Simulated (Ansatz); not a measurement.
Elements on the sites of an ideal wurtzite lattice, at a guessed lattice constant:

```xyz
16
Lattice="0.0000 0.0000 -5.6811 3.5069 6.0741 0.0000 3.5069 -6.0741 0.0000" Properties=species:S:1:pos:R:3 pbc="T T T"
O     1.7534   -1.0123   -3.5337
O     3.5069   -4.0493   -3.5337
O     3.5069    2.0247   -3.5337
O     5.2603   -1.0123   -3.5337
O     3.5069   -2.0247   -0.6931
O     1.7534    1.0123   -0.6931
O     5.2603    1.0123   -0.6931
O     3.5069    4.0493   -0.6931
Ti    3.5069   -4.0493    0.0000
Ti    3.5069    2.0247    0.0000
Ti    5.2603    1.0123   -2.8406
Ge    5.2603   -1.0123    0.0000
Ge    3.5069   -2.0247   -2.8406
Ge    3.5069    4.0493   -2.8406
Zr    1.7534   -1.0123    0.0000
Zr    1.7534    1.0123   -2.8406
```

Cell and atoms were relaxed without symmetry on coarser meshes and computed once more. Theory: Ansatz, DFT PBE, scalar-relativistic, plane waves, PAW.

Plane waves to 420 eV, a k mesh through Γ of 6×6×6 on the computed 16-atom cell and Gaussian smearing (0.10 eV); no spin polarisation.

The relaxation ran on 2×2×2 (shifted) and then 4×4×4 k points with a smearing of 0.1 eV, from sites shaken by 0.02 Å.

Q: What does the relaxation give?

A: A volume of 16.46 Å³/atom and a gap on the mesh of 0.40 eV. It lies 2.03 eV/atom below the elements' standard states (static lattices, no corrections for gases). The atoms leave their sites by 0.84 Å (root mean square) and 1.52 Å at most, and the cell stretches by up to 18.9 % at fixed volume, so the lattice hasn't survived.

```xyz
16
Lattice="-0.1845 0.5864 -5.6970 3.3163 7.1605 -0.5115 3.2312 -7.1075 0.7380" Properties=species:S:1:pos:R:3 pbc="T T T"
O     1.4248    0.0449   -3.9631
O     2.9535   -4.7374   -3.0433
O     3.5098    2.1490   -4.4124
O     4.2867   -0.3137   -2.9748
O     2.6682   -2.6076   -4.9187
O     1.3743    2.0598   -1.3182
O     5.0122    1.5517   -1.0409
O     3.3239    4.1098   -0.3854
Ti    3.0716   -4.3775   -4.9488
Ti    3.1279    2.2657   -0.4829
Ti    4.6878    1.4373   -3.0169
Ge    5.3283   -0.3600   -0.0974
Ge    3.8122   -1.6240   -1.7036
Ge    3.1162    4.7385   -2.4752
Zr    1.4619   -1.1794   -5.4533
Zr    1.7279    1.9084   -3.3891
```

Cost: 2 runs of about 15 core-minutes in all (earlier runs that led there not counted), on Intel Xeon 6975P-C (Granite Rapids) (shared hosts).